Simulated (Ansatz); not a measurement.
Results of PBE (PAW; Ansatz, a quantum-chemistry and plane-wave program) for rock-salt TiN.

Settings: plane-wave cutoff 520 eV, 16×16×16 k mesh, Fermi–Dirac smearing 0.1 eV, perturbation theory, force constants from a 4×4×4 q mesh, no spin polarisation, scalar-relativistic PAW data made under PBE.

Computed at the level's own relaxed cell.

```cif
data_NTi
_chemical_formula_sum 'Ti1 N1'
_space_group_name_H-M_alt 'P 1'
_space_group_IT_number 1
_cell_length_a 3.00304
_cell_length_b 3.00304
_cell_length_c 3.00304
_cell_angle_alpha 60.000
_cell_angle_beta 60.000
_cell_angle_gamma 60.000
loop_
_space_group_symop_operation_xyz
  'x, y, z'
loop_
_atom_site_label
_atom_site_type_symbol
_atom_site_fract_x
_atom_site_fract_y
_atom_site_fract_z
_atom_site_occupancy
Ti1 Ti 0.00000 0.00000 0.00000 1
N1 N 0.50000 0.50000 0.50000 1
```

Harmonic phonon frequencies (cm⁻¹; i marks an imaginary mode):

| q point | frequencies |
|---|---|
| Γ | [?] |

**Question.** Complete the blanks.

**Answer.** 
- Γ, frequencies: 0 0 0 504 504 504
